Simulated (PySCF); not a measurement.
# Al₂+: from the state search to spectroscopic constants

An exercise on one series of results from a longer session: the logs are not shown, and one member is left open.

Computed with PySCF 2.14.0. Level: Al x2c-SVPall, spin-free X2C with a Gaussian nucleus.

The first run:

The job is set up so:

```yaml
atoms: Al, Al
charge: 1
basis: Al x2c-SVPall
Hamiltonian: spin-free X2C with a Gaussian nucleus
basis_functions: 36
electrons_treated: 25
masses_in_u: 26.9815, 26.9815
levels: PBE0, PBE, r²SCAN, LDA, r²SCAN0, TPSSh, HF, MP2, SCS-MP2, CCSD, CCSD(T)
grid: 80 radial by 434 angular points
occupations: held fixed by the projection of orbital angular momentum
dissociation_limit: Al+ + Al, each in its ground configuration
starting_distance_in_angstrom: 2.490
values_of_2S_to_try: 1, 3
```

On the command line:

```bash
> OMP_NUM_THREADS=1 python dia.py task.json out
```

Among the steps run: Input; The PBE0 curve of the state that the search chose; Higher solutions at PBE0; PBE (GGA); r²SCAN (meta-GGA); LDA (local density); r²SCAN0 (hybrid meta-GGA); TPSSh; ROHF (mean field); MP2 and coupled cluster.

One of the session's tables, all rows but one given; the rest of the session is left out.

Energy (eV) from each level's lowest point:

| R (Å) | ROHF | ROHF-MP2 | ROHF-SCS-MP2 | ROHF-CCSD | ROHF-CCSD(T) |
| --- | --- | --- | --- | --- | --- |
| 2.798 | 0.279 | 0.167 | 0.176 | n/a | n/a |
| 2.928 | 0.152 | 0.067 | 0.073 | 0.061 | 0.053 |
| 3.058 | 0.074 | 0.018 | 0.021 | 0.015 | 0.011 |
| 3.155 | 0.039 | 0.002 | 0.004 | 0.002 | 0.000 |
| 3.253 | ? | ? | ? | ? | ? |
| 3.351 | 0.004 | 0.007 | 0.005 | 0.007 | 0.010 |
| 3.481 | 0.000 | 0.025 | 0.022 | 0.026 | 0.032 |
| 3.643 | 0.009 | 0.059 | 0.054 | 0.059 | 0.068 |
| 3.838 | 0.037 | 0.111 | 0.105 | 0.111 | 0.123 |
| 4.099 | 0.095 | 0.194 | 0.186 | n/a | n/a |

Q: Estimate the row for R (Å) = 3.253 from the others.

Worked estimate for «ROHF». A straight line through the neighbours (3.155, 0.039) and (3.351, 0.004) gives 0.039 + (0.004 − 0.039) × (3.253 − 3.155) / (3.351 − 3.155) = 0.021; a parabola fitted to 4 rows on both sides gives 0.017.

**Answer.** ROHF: 0.016; ROHF-MP2: 0.000; ROHF-SCS-MP2: 0.000; ROHF-CCSD: 0.000; ROHF-CCSD(T): 0.001. In «ROHF» the line misses by +0.005 and the parabola by +0.001.
